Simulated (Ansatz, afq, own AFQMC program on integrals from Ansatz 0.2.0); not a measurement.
InHCl2, singlet → InHCl2⁺, doublet

```xyz
4

In    0.0000   -0.4809    0.0000
Cl    0.0000    0.8097   -1.9196
Cl    0.0000    0.8097    1.9196
H     0.0000   -2.1754    0.0000
```

Connectivity, by distances: Cl–InH–Cl.

E(doublet, charge +1) − E(singlet, charge +0) at this geometry, on RHF and UHF determinants.

Basis def2-TZVP with its core potentials. Noble-gas cores (and the filled d shells of Ga–Kr and In–Xe) are frozen. Ansatz 0.2.0 and our own AFQMC program on the same integrals; the CISD trial comes from CCSD amplitudes, and released means the phaseless constraint is let go. ± is one standard error of the sampling. No spin–orbit coupling. The errors of all members are added in quadrature.

No full CI on the walks' own integrals is used here. The released AFQMC energy serves as the reference, which it does only where one determinant dominates, the energy is flat over the last release times and near the phaseless one (40 meV or 2 meV an electron, half that with transition metals). On small molecules, where full CI could be run and the noise was under 10 meV, such values lay within 10 meV of it in 19 cases of 20, a flattering rate, since the rule was set on those same cases; what remains of the bias isn't in the error bar. Each member takes its own surest rung, up to full CI.

Errors are counted within def2-TZVP, not against nature.

Cautions: inner d shell frozen; no spin-orbit coupling; InHCl₂ (singlet): the released value is read at 1.50 1/Eh with a noise of 12 meV, more than in the cases checked (meV from the phaseless value at times in 1/Eh: -16 ± 6 at 0.24, -11 ± 6 at 0.51, -32 ± 7 at 0.99, -27 ± 12 at 1.50); InHCl₂⁺ (doublet): the released value is read at 0.99 1/Eh with a noise of 17 meV, more than in the cases checked, later times being too noisy (meV from the phaseless value at times in 1/Eh: -21 ± 16 at 0.24, -12 ± 12 at 0.51, -28 ± 17 at 0.99, -31 ± 25 at 1.50).

Reference (AFQMC with the constraint released): 260.8 ± 0.5 kcal/mol.

| level | vertical ionization energy (kcal/mol) | error against released AFQMC (kcal/mol) |
| --- | --- | --- |
| HF | 241.0 | -19.8 ± 0.5 |
| MP2 | 266.5 | 5.7 ± 0.5 |
| CCSD | 260.9 | 0.1 ± 0.5 |
| CCSD(T) | 261.4 | 0.6 ± 0.5 |
| ph-AFQMC/CISD | 260.8 ± 0.3 | 0.0 ± 0.6 |

Correlation beyond CCSD(T) changes it by less than twice the noise. The perturbative (T) step is worth +0.6 kcal/mol.

A walk keeps the symmetry of its determinant, which the program's search chose and which needn't be the lowest solution, so a lower state of the same spin and another symmetry isn't excluded. Released energies are given only where the last usable release times agree within the noise; a slower fall can still hide under it.
